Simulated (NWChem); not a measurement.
System: LiF; SMILES [F][Li]

Program: NWChem. Pople sets run with spherical d functions. The geometry was optimised at PBE0/def2-SVP. Vertical excitations in the gas phase.

Task: Estimate the computed values for PBE/6-31G*, TDA. Quantities: lowest excitation, singlet (eV); oscillator strength of that lowest state; orbital gap (eV).

Result: lowest excitation, singlet (eV): 4.03
oscillator strength of that lowest state: 0.029
orbital gap (eV): 4.09
